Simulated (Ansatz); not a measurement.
System: solid iodine. Method: PBE0-D4 in Ansatz (plane waves, PAW).

The cell is the one relaxed with PBE-D4: a = 7.2884 Å, b = 4.4808 Å, c = 9.6513 Å, α = β = γ = 90.00°.

Q: Estimate the lattice energy that the calculation returns.

A: 
- lattice energy = 75 kJ/mol

Spin–orbit coupling is not included.

Static lattice: no zero-point or thermal effects.

Ansatz is a program for electronic structure.
